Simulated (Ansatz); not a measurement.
Bulk modulus B0 (GPa) of solids drawn from the class of halides, at two levels: PBE in Ansatz (plane waves, PAW), and HSE06 (PAW; Ansatz, an electronic-structure program).

```
solid                    PBE  HSE06  shift (%)
----------------------  ----  -----  ---------
rock-salt AgCl          41.9   41.9        0.0
fluorite CdF₂           93.5    104      +11.2
CsCl-type TlBr          19.7   20.3       +3.0
CsCl-type TlCl          22.1   22.8       +3.2
cubic perovskite KZnF₃  69.9   77.3      +10.6
cubic perovskite KMgF₃  66.1   73.0      +10.4
fluorite SrCl₂          33.6   35.5       +5.7
rock-salt AgBr          38.7   38.6       -0.3
```

The shifts run from -0.3 % to +11.2 %, with a median of +4.4 %.

Over all 8 rows HSE06 is the larger in 6.

Ansatz's runs of these crystals have no spin polarisation.

Spin–orbit coupling is left out, also for the solids with elements from indium on (CsCl-type TlBr, CsCl-type TlCl); its size isn't shown.

Each level is taken at its own relaxed cell. Ansatz's density-functional and Hartree–Fock values are scalar-relativistic unless marked +SOC, with PAW data made under PBE.
